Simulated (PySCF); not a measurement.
Compound: CHP.
SMILES: `C#P`

Level of theory: PBE0-D3(BJ)/def2-SVP geometry optimisation, gas phase in PySCF 2.14.0.

Take the most abundant isotopes and a rigid rotor. 

What are the moment of inertia and the rotational constant?

I = 25.262 u·Å², B = 505379 MHz·u·Å²/I = 20005 MHz (0.6673 cm⁻¹, or 0.960 K as hB/k).

List the first levels of a rigid rotor in a Σ state.

E(J) = BJ(J+1): J = 1: 1.335, J = 2: 4.004, J = 3: 8.008, J = 4: 13.346, J = 5: 20.019, J = 6: 28.027 cm⁻¹.

Where do the first rotational lines fall?

The dipole is 0.51 D; J+1 ← J lies at 2B(J+1): 1 ← 0 at 40.01 GHz, 2 ← 1 at 80.02 GHz, 3 ← 2 at 120.03 GHz, 4 ← 3 at 160.04 GHz, 5 ← 4 at 200.05 GHz, 6 ← 5 at 240.07 GHz.

Estimate the classical rotational partition function at 25 K, 100 K and 298.15 K.

Point group C∞v, symmetry number σ = 1; q = kT/(σhB), k/h = 20836.6 MHz/K: 26.0 at 25 K, 104 at 100 K, 311 at 298.15 K.

PBE0-D3(BJ)/def2-SVP frequencies: not computed here. Zero-point vibration and centrifugal distortion are left out.
